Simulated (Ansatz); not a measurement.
# CH4MgO: basis-set convergence

How large a basis does CH4MgO need? Two functionals are run in growing sets.

Program: Ansatz 0.2.0, Gaussian basis. Level of theory: one geometry, several basis sets. These are calculated values, not measurements.

Plan: PBE0-D4/def2-SVP; ωB97M-V/def2-SVP; PBE0-D4/def2-QZVPP; ωB97M-V/def2-QZVPP; the functionals' def2-TZVPP values are taken from earlier runs.

## 1. The geometry

All runs share one geometry, relaxed beforehand with PBE0-D4 in a triple-zeta def2 set.

SMILES `[CH3][Mg][OH]`, 7 atoms, charge 0, spin multiplicity 1.

Atoms are counted from 1 here; the program's logs count them from 0.

Bond lengths: C1–Mg2 2.073 Å, C1–H4 1.094 Å, C1–H5 1.094 Å, C1–H6 1.094 Å, Mg2–O3 1.764 Å, O3–H7 0.946 Å. Angles: Mg2–C1–H4 111.6°, Mg2–C1–H5 111.6°, Mg2–C1–H6 111.6°, H4–C1–H5 107.3°, H4–C1–H6 107.3°, H5–C1–H6 107.3°, C1–Mg2–O3 179.9°, Mg2–O3–H7 179.3°.

## 2. PBE0-D4 in def2-SVP

The input, in.yaml:

```yaml
crystal:
  periodic: [false, false, false]
  atoms:
    - {symbol: C, position_ang: [-1.108909, 0.683633, -0.332942]}
    - {symbol: Mg, position_ang: [0.601306, -0.377118, 0.165441]}
    - {symbol: O, position_ang: [2.057084, -1.279543, 0.586870]}
    - {symbol: H, position_ang: [-1.916457, 0.018295, -0.652860]}
    - {symbol: H, position_ang: [-0.923011, 1.385667, -1.151308]}
    - {symbol: H, position_ang: [-1.483645, 1.264927, 0.514904]}
    - {symbol: H, position_ang: [2.834833, -1.763860, 0.824195]}
basis:
  gaussian: {orbitals: def2-SVP}
hamiltonian: {xc: pbe0, dispersion: d4}
output: {orbitals: {seedname: orbitals}}
```

The run is started by

```bash
> ansatz run in.yaml --threads 4 --pin off --events-out ev --progress --plain --max-ram 10444MiB
```

After this run come: ωB97M-V in def2-SVP; PBE0-D4 in def2-QZVPP; ωB97M-V in def2-QZVPP.

Before running them: what should the planned runs give, taken together? Wanted: PBE0-D4: double and triple zeta above quadruple; ωB97M-V: double and triple zeta above quadruple.

As calculated:

| quantity | value |
| --- | --- |
| PBE0-D4: double and triple zeta above quadruple | 6.23, 0.46 eV |
| ωB97M-V: double and triple zeta above quadruple | 6.32, 0.44 eV |

For PBE0-D4 the step from double to triple zeta gains 5.77 eV and the next only 0.46 eV. Total energies overstate the basis error of differences, where much of it tends to cancel.
